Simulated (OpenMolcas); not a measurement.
# One shape, several levels: [S4]2− ([S4]2-)

Wanted: a comparison of 6 runs (HF/STO-3G, B3LYP/STO-3G, M06-2X/STO-3G, MP2/STO-3G, ACPF/STO-3G, CISD/STO-3G) of [S4]2− ([S4]2-). 

The results are computed with OpenMolcas 26.06.

2 further runs of the same task are left out: 1 that didn't finish, 1 set aside as unsound or not needed.

## (1) The structure to begin with

[S4]2− has 4 atoms, charge -2, and is taken as a singlet. One bond was lengthened or shortened from a relaxed shape.

Bond lengths: S1–S2 2.492 Å, S2–S3 2.110 Å, S3–S4 1.994 Å. Angles: S1–S2–S3 112.2°, S2–S3–S4 112.2°.

## (2) The energy at HF/STO-3G (run 1)

File mol.xyz:

```xyz
4

S     -1.911589     0.808277     1.822629
S      0.409070     0.724090     0.917360
S      0.447450     0.225710    -1.132780
S      0.590950    -1.741240    -1.426160
```

File mol.inp:

```
&GATEWAY
BasLib
$CurrDir
Coord
mol.xyz
Basis
STO-3G
Group
NoSym
&SEWARD
&SCF
Charge
-2
Thresholds
1e-10 1e-07 1e-07 1e-05
PrOrbitals
1 1
```

The basis set STO-3G is read from a file made from the Basis Set Exchange's data (not shown).

Started as:

```bash
$ export MOLCAS_MEM=1860
$ pymolcas mol.inp > mol.log
```

Standard output:

```text
--- Start Module: gateway ---
[...]
--- Stop Module: gateway /rc=_RC_ALL_IS_WELL_ ---
--- Start Module: seward ---
[...]
      Basis functions           36
--- Stop Module: seward /rc=_RC_ALL_IS_WELL_ ---
--- Start Module: scf ---
[...]
       Convergence after  16 Iterations
[...]
::    Total SCF energy                              -1572.1421979982
[...]
      Total spin, S                                     0.0000000000
[...]
      Total electronic charge=   66.000000
      Total            charge=   -2.000000
[...]
      Dipole Moment (debye):
      Origin of the operator (angstrom)=   -0.1160    0.0042    0.0453
                   X=  1.0600E+00               Y=  1.8766E+00               Z= -2.3366E-01           Total=  2.1679E+00
      Center of Charge (angstrom)
[...]
--- Stop Module: scf /rc=_RC_ALL_IS_WELL_ ---
[...]
```

Wall time 1.6 s (1 thread of Arm Neoverse V2, shared host); peak memory 0.37 GiB.

## (3) A single-point energy at B3LYP/STO-3G (run 2)

mol.xyz is that of step 2.

File mol.input:

```
&GATEWAY
  BasLib=$CurrDir
  Coord=mol.xyz
  Basis=STO-3G
  Group=NoSym

&SEWARD
  GridInput
  Grid=UltraFine
  End of Grid

&SCF
  Charge=-2
  KSDFT=B3LYP
  Thresholds=1e-10 1e-07 1e-07 1e-05
  PrOrbitals=1 1
```

The basis set STO-3G is read from a file made from the Basis Set Exchange's data (not shown).

Started as:

```bash
$ export MOLCAS_MEM=1860
$ pymolcas mol.input > mol.log
```

Standard output:

```text
--- Start Module: gateway ---
[...]
--- Stop Module: gateway /rc=_RC_ALL_IS_WELL_ ---
--- Start Module: seward ---
[...]
      Basis functions           36
--- Stop Module: seward /rc=_RC_ALL_IS_WELL_ ---
--- Start Module: scf ---
[...]
       Convergence after  19 Iterations
[...]
::    Total KS-DFT energy                           -1574.6012146395
[...]
      Total spin, S                                     0.0000000000
[...]
      Total electronic charge=   66.000000
      Total            charge=   -2.000000
[...]
      Dipole Moment (debye):
      Origin of the operator (angstrom)=   -0.1160    0.0042    0.0453
                   X=  2.2096E+00               Y=  1.3084E+00               Z= -1.3512E+00           Total=  2.9017E+00
      Center of Charge (angstrom)
[...]
--- Stop Module: scf /rc=_RC_ALL_IS_WELL_ ---
[...]
```

Wall time 5.4 s (1 thread of Arm Neoverse V2, shared host); peak memory 0.37 GiB.

## (4) A single-point energy at M06-2X/STO-3G (run 3)

mol.xyz is that of step 3.

File mol.inp:

```
&GATEWAY
  BASLIB=$CurrDir
  COORD=mol.xyz
  BASIS=STO-3G
  GROUP=NoSym

&SEWARD
  GRIDINPUT
  Grid=UltraFine
  End of Grid

&SCF
  CHARGE=-2
  KSDFT=M062X
  THRESHOLDS=1e-10 1e-07 1e-07 1e-05
  PRORBITALS=1 1
```

The basis set STO-3G is read from a file made from the Basis Set Exchange's data (not shown).

Started as:

```bash
$ export MOLCAS_MEM=1860
$ pymolcas mol.inp > mol.log
```

Standard output:

```text
--- Start Module: gateway ---
[...]
--- Stop Module: gateway /rc=_RC_ALL_IS_WELL_ ---
--- Start Module: seward ---
[...]
      Basis functions           36
--- Stop Module: seward /rc=_RC_ALL_IS_WELL_ ---
--- Start Module: scf ---
[...]
       Convergence after  19 Iterations
[...]
::    Total KS-DFT energy                           -1574.6573835031
[...]
      Total spin, S                                     0.0000000000
[...]
      Total electronic charge=   66.000000
      Total            charge=   -2.000000
[...]
      Dipole Moment (debye):
      Origin of the operator (angstrom)=   -0.1160    0.0042    0.0453
                   X=  1.9113E+00               Y=  1.5221E+00               Z= -9.9958E-01           Total=  2.6399E+00
      Center of Charge (angstrom)
[...]
--- Stop Module: scf /rc=_RC_ALL_IS_WELL_ ---
[...]
```

Run time: 6.3 s. Hardware: 1 thread of Arm Neoverse V2, shared host; peak memory 0.37 GiB.

Runs 4 to 5 aren't shown in full; the table further down has their settings and results.

## (5) A single-point energy at CISD/STO-3G (run 6)

mol.xyz is that of step 4.

File mol.input:

```
>>> EXPORT MOLCAS_PRINT=2

&GATEWAY
 BasLib=$CurrDir
 Coord=mol.xyz
 Basis=STO-3G
 Group=NoSym

&SEWARD

&SCF
 Charge=-2
 Thresholds=1e-10 1e-07 1e-07 1e-05
 PrOrbitals=1 1

&MOTRA
 Frozen=20

&GUGA
 Electrons=26
 Spin=1
 Inactive=13
 Active=0
 CIAll=1

&CPF
 SDCI
```

The basis set STO-3G is read from a file made from the Basis Set Exchange's data (not shown).

Started as:

```bash
$ export MOLCAS_MEM=1860
$ pymolcas mol.input > mol.log
```

Standard output:

```text
--- Start Module: gateway ---
[...]
--- Stop Module: gateway /rc=_RC_ALL_IS_WELL_ ---
[...]
      Basis functions           36
[...]
       Convergence after  16 Iterations
[...]
::    Total SCF energy                              -1572.1421979982
[...]
      Total spin, S                                     0.0000000000
[...]
      *** WARNING: Default frozen orbitals is overwritten by user input.
      *** Default values:  20
[...]
--- Start Module: guga ---
[...]
--- Stop Module: guga /rc=_RC_ALL_IS_WELL_ ---
--- Start Module: cpf ---
[...]
      Active orbitals                            0       0
[...]
      Spin quantum number                      0.0
[...]
     FINAL CI ENERGY         -1572.22672181
     FINAL CORRELATION ENERGY   -0.08452381  REFERENCE ENERGY   -1572.14219800
[...]
     REL. CI ENERGY          -1572.22672181
[...]
      Total electronic charge=   66.000000
      Total            charge=   -2.000000
[...]
      Dipole Moment (debye):
      Origin of the operator (angstrom)=   -0.1160    0.0042    0.0453
                   X=  2.0146E+00               Y=  1.6598E+00               Z= -9.2685E-01           Total=  2.7699E+00
      Quadrupole Moment (debye*angstrom):
[...]
--- Stop Module: cpf /rc=_RC_ALL_IS_WELL_ ---
[...]
```

Wall time 1.9 s (1 thread of Arm Neoverse V2, shared host); peak memory 0.37 GiB.

## (6) All runs side by side

```tsv
run	level	integration grid	frozen core orbitals	energy (Eh)	HOMO energy (eV)	LUMO energy (eV)	HOMO–LUMO gap (eV)	wall time
1	HF/STO-3G	–	–	-1572.142198	8.34	18.71	10.37	1.6 s
2	B3LYP/STO-3G	UltraFine	–	-1574.601215	11.58	14.88	3.30	5.4 s
3	M06-2X/STO-3G	UltraFine	–	-1574.657384	10.13	15.89	5.76	6.3 s
4	MP2/STO-3G	–	20	-1572.206151	8.34	18.71	10.37	1.7 s
5	ACPF/STO-3G	–	20	-1572.236325	8.34	18.71	10.37	1.9 s
6	CISD/STO-3G	–	20	-1572.226722	8.34	18.71	10.37	1.9 s
```

## (7) Results

| quantity | value |
| --- | --- |
| run 6: total energy | -1572.22672 Eh |
| run 6: HOMO energy (Hartree–Fock orbitals) | 8.34 eV |
| run 6: LUMO energy (Hartree–Fock orbitals) | 18.71 eV |
| run 6: HOMO–LUMO gap (to an unbound level, set by the basis) | 10.37 eV |
| run 6: correlation energy (20 core orbitals frozen) | -84.5 mEh |

In words: Below the HF energy at the same shape and in the same basis (STO-3G): MP2 -64.0 mEh; ACPF -94.1 mEh; CISD -84.5 mEh. Over runs 1, 2, 3 the HOMO–LUMO gap runs from 3.30 eV (B3LYP/STO-3G) to 10.37 eV (HF/STO-3G). Exact exchange widens orbital gaps. The empty levels of an anion lie above zero and hang on the basis. Totals of different functionals can't be ranked against each other. In runs 1, 2, 3, 4, 5, 6 the HOMO lies above zero, so the outermost electron may be held by the basis alone. In runs 1, 2, 3, 4, 5, 6 the basis is minimal, so the values are rough. All runs together took 19 s, the longest 6.3 s.
